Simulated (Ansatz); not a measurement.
# CH₅BN+ (SMILES B[NH+]=C): functionals against CCSD(T) at one geometry

The task here is to estimate one member of a computed series from the others.

The runs use Ansatz 0.2.0, Gaussian basis; single points in def2-TZVPP.

Cores are frozen in the correlated methods.

## The starting structure

SMILES `B[NH+]=C`, 8 atoms, charge 1, spin multiplicity 1.

Atoms are counted from 1 here; the program's logs count them from 0.

Bond lengths: B1–N2 1.490 Å, B1–H4 1.167 Å, B1–H5 1.138 Å, N2–C3 1.236 Å, N2–H6 1.039 Å, C3–H7 1.133 Å, C3–H8 1.134 Å. Angles: N2–B1–H4 115.1°, N2–B1–H5 120.4°, H4–B1–H5 124.5°, B1–N2–C3 124.6°, B1–N2–H6 112.9°, C3–N2–H6 122.3°, N2–C3–H7 122.5°, N2–C3–H8 118.3°, H7–C3–H8 119.2°.

Geometry (Å):

```
B    -0.9174    0.5637   -0.6461
N     0.2740    0.3094    0.2114
C     0.7357   -0.8103    0.4568
H    -1.3832   -0.3853   -1.1405
H    -1.2982    1.6249   -0.8038
H     0.6482    1.1735    0.6517
H     0.3147   -1.7563   -0.0032
H     1.6052   -0.8867    1.1800
```

The first run:

run/in.yaml reads:

```yaml
crystal:
  periodic: [false, false, false]
  atoms:
    - {symbol: B, position_ang: [-0.917400, 0.563700, -0.646100]}
    - {symbol: N, position_ang: [0.274000, 0.309400, 0.211400]}
    - {symbol: C, position_ang: [0.735700, -0.810300, 0.456800]}
    - {symbol: H, position_ang: [-1.383200, -0.385300, -1.140500]}
    - {symbol: H, position_ang: [-1.298200, 1.624900, -0.803800]}
    - {symbol: H, position_ang: [0.648200, 1.173500, 0.651700]}
    - {symbol: H, position_ang: [0.314700, -1.756300, -0.003200]}
    - {symbol: H, position_ang: [1.605200, -0.886700, 1.180000]}
basis:
  gaussian: {orbitals: def2-TZVPP}
total_charge: 1
correlation: {method: ccsd_t}
output: {forces: true}
```

No record of the launch command was kept for these runs.

Steps of the session up to this table: CCSD(T)/def2-TZVPP; PBE0-D4/def2-TZVPP; wB97M-V/def2-TZVPP; r2SCAN-D4/def2-TZVPP; PBE-D4/def2-TZVPP; BHLYP-D4/def2-TZVPP; SPW92/def2-TZVPP.

One table of the session follows, with a row left open; its other results are not shown here.

```
   method  RMS force component (eV/Å)  angle to CCSD(T) forces (°)
  CCSD(T)                       1.591                    reference
  PBE0-D4                           ?                            ?
  wB97M-V                       1.442                          2.7
r2SCAN-D4                       1.446                          3.0
   PBE-D4                       1.480                          5.9
 BHLYP-D4                       1.388                          8.5
    SPW92                       1.300                         13.0
```

Estimate the missing values for PBE0-D4.

As computed: RMS force component (eV/Å): 1.405; angle to CCSD(T) forces (°): 4.7. In the column «RMS force component (eV/Å)» it lies between BHLYP-D4 (1.388) and wB97M-V (1.442).
